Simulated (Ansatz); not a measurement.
# CH5AlN radical: how energies converge with the basis set

One table from this session's results is given with a row withheld; the runs are named, their logs left out.

Program: Ansatz 0.2.0, Gaussian basis. Level of theory: one geometry, several basis sets. These are calculated values, not measurements.

Levels to be run: PBE0-D4/def2-SVP; ωB97M-V/def2-SVP; PBE0-D4/def2-QZVPP; ωB97M-V/def2-QZVPP; the functionals' def2-TZVPP values are taken from earlier runs.

## Structure used throughout

An earlier PBE0-D4 in a triple-zeta def2 set relaxation fixed the geometry.

SMILES `[CH3][Al][NH2]`, 8 atoms, charge 0, spin multiplicity 2.

Atoms are counted from 1 here; the program's logs count them from 0.

Bond lengths: C1–Al2 1.970 Å, C1–H4 1.095 Å, C1–H5 1.094 Å, C1–H6 1.093 Å, Al2–N3 1.778 Å, N3–H7 1.007 Å, N3–H8 1.009 Å. Angles: Al2–C1–H4 110.4°, Al2–C1–H5 110.4°, Al2–C1–H6 111.9°, H4–C1–H5 108.2°, H4–C1–H6 108.5°, H5–C1–H6 107.3°, C1–Al2–N3 117.6°, Al2–N3–H7 125.1°, Al2–N3–H8 124.8°, H7–N3–H8 110.1°.

Set-up of the first run:

Contents of in.yaml:

```yaml
crystal:
  periodic: [false, false, false]
  atoms:
    - {symbol: C, position_ang: [-0.838487, 1.003342, -0.504197]}
    - {symbol: Al, position_ang: [0.721589, 0.482749, 0.579594]}
    - {symbol: N, position_ang: [1.126374, -1.246202, 0.664473]}
    - {symbol: H, position_ang: [-1.441352, 0.124409, -0.753507]}
    - {symbol: H, position_ang: [-0.514485, 1.471918, -1.438557]}
    - {symbol: H, position_ang: [-1.473964, 1.723513, 0.016849]}
    - {symbol: H, position_ang: [1.903210, -1.635205, 1.173821]}
    - {symbol: H, position_ang: [0.609216, -1.981624, 0.205625]}
basis:
  gaussian: {orbitals: def2-SVP}
magnetization: {spin_polarized: true, initial_magnetization: 1}
hamiltonian: {xc: pbe0, dispersion: d4}
output: {orbitals: {seedname: orbitals}}
```

Among the steps run: PBE0-D4 in def2-SVP; ωB97M-V in def2-SVP; PBE0-D4 in def2-QZVPP; ωB97M-V in def2-QZVPP.

One of the session's tables, all rows but one given; the rest of the session is left out.

It belongs to the step «Functionals by basis». 

| functional | basis | HOMO (eV) | LUMO (eV) |
| --- | --- | --- | --- |
| PBE0-D4 | def2-SVP | -5.09 | -1.70 |
| PBE0-D4 | def2-TZVPP | -5.17 | -1.77 |
| PBE0-D4 | def2-QZVPP | -5.21 | -1.82 |
| ωB97M-V | def2-SVP | -6.69 | -0.26 |
| ωB97M-V | def2-TZVPP | ? | ? |
| ωB97M-V | def2-QZVPP | -6.85 | -0.45 |

Estimate the missing values for ωB97M-V, def2-TZVPP.

The run gave: HOMO (eV): -6.78; LUMO (eV): -0.31. In the column «HOMO (eV)» it lies between ωB97M-V, def2-QZVPP (-6.85) and ωB97M-V, def2-SVP (-6.69).
